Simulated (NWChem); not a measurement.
Molecule: propane (C$_{3}$H$_{8}$); SMILES CCC

Program: NWChem. Pople sets run with spherical d functions. Each level has its own optimisation; frequencies are unscaled. Brackets give each atom's bonded neighbours.

```tsv
level	r C–C (Å)	r C–H [C(CHHH)–H(C)] (Å)	r C–H [C(CCHH)–H(C)] (Å)	highest harmonic frequency (cm⁻¹)	lowest (cm⁻¹)	zero-point energy (kcal/mol)	dipole (D)
Hartree-Fock/STO-3G	1.541	1.086	1.089	3753	228	77.9	0.02
Hartree-Fock/3-21G	1.541	1.085	1.085	3264	234	69.6	0.04
Hartree-Fock/6-31G*	1.528	1.086	1.087	3261	236	69.3	0.07
B3LYP/6-31G*	1.532	1.097	1.099	3111	226	65.3	0.06
LDA (Slater exchange, VWN5)/def2-SVP	1.512	1.112	1.114	3057	234	62.6	0.06
PBE/def2-SVP	1.531	1.110	1.112	3056	228	62.9	0.06
BLYP/def2-SVP	1.541	1.110	1.112	3021	225	62.7	0.06
PBE0/def2-SVP	1.521	1.102	1.104	3147	231	64.9	0.05
```
